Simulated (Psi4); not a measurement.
**A ladder of methods for MgH2S2 (SMILES [SH][Mg][SH])**

MgH2S2: 5 atoms, total charge 0, spin state singlet. As SMILES, `[SH][Mg][SH]`. Geometry: optimised at PBE0/def2-TZVP.

Quantity: the HOMO–LUMO gap, in eV. The values are calculated.

```json
{"level": "PBE-D4/def2-TZVPP (density fitting)", "kind": "GGA", "program": "Psi4", "value (eV)": "3.96", "CPU time": "39 s"}
{"level": "r2SCAN-D4/def2-TZVPP (density fitting)", "kind": "meta-GGA", "program": "Psi4", "value (eV)": "4.64", "CPU time": "79 s"}
{"level": "B3LYP-D4/def2-TZVPP (density fitting)", "kind": "global hybrid", "program": "Psi4", "value (eV)": "5.32", "CPU time": "35 s"}
{"level": "PBE0-D4/def2-TZVPP (density fitting)", "kind": "global hybrid", "program": "Psi4", "value (eV)": "5.83", "CPU time": "39 s"}
{"level": "wB97M-V/def2-TZVPP (density fitting)", "kind": "range-separated hybrid", "program": "Psi4", "value (eV)": "9.43", "CPU time": "83 s"}
```

The values span 3.96 to 9.43 eV. Orbital gaps aren't excitation energies; they tend to grow with the share of exact exchange. CPU times are rough (shared hosts, several kinds of processor and program).
